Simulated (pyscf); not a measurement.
Structures and frequencies: ωB97X-D3(BJ)/def2-SVP in PySCF.

Problem. For the elementary gas-phase step S=Mo(=S)(SH)–SH + NH₃ → H₂N–Mo(=S)(=S)–SH + H₂S (singlet surface; Mo–S, H–N broken, Mo–N, H–S formed), what barrier and reaction energy does ωB97M-D3(BJ)/def2-TZVP give, measured from the separated reactants?

Solution. ΔE‡ = 22.1 kcal/mol, ΔE = +5.6 kcal/mol. Zero-point energy shifts the barrier by -1.1 kcal/mol. It is a four-centre exchange, with an imaginary mode of 621i cm⁻¹. On the reactant side the descent ends in an adduct with a Mo–N contact (not fully relaxed), 14.8 kcal/mol under the separated species and 35.1 kcal/mol under the saddle at ωB97X-D3(BJ)/def2-TZVP. What is counted as formed (Mo–N) is already present as a longer contact in the reactant adduct; forming that adduct is a step of its own. One saddle was located; it need not be the lowest between these sides. Elements past Kr carry the def2 core potentials, without spin-orbit coupling.
